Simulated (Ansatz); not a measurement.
Two shapes of singlet CH₂O.

Shape 1:

```xyz
4

C     0.0255    0.0409   -0.5095
O     0.0441    0.0175    0.6891
H    -0.0199   -0.9655   -1.1654
H    -0.0242    0.9040   -1.1079
```

Shape 2:

```xyz
4

C     0.0119    0.0383   -0.5575
O     0.0829    0.0471    0.6783
H    -0.0319   -0.9824   -1.1199
H    -0.0330    0.8562   -1.1194
```

Basis set: STO-3G (spherical functions). Frozen core: 2 orbitals. Charge 0, multiplicity 1.

Computed with Ansatz (development build ahead of 0.2.0); each method stands on the lowest determinant of its kind that the runs found.

Q: Which shape is lower in energy, and by how much in each method?

A:

```tsv
method	E(2) − E(1) (eV)
RHF	0.144
RHF-MP2	0.079
```

Shape 1 is lower.
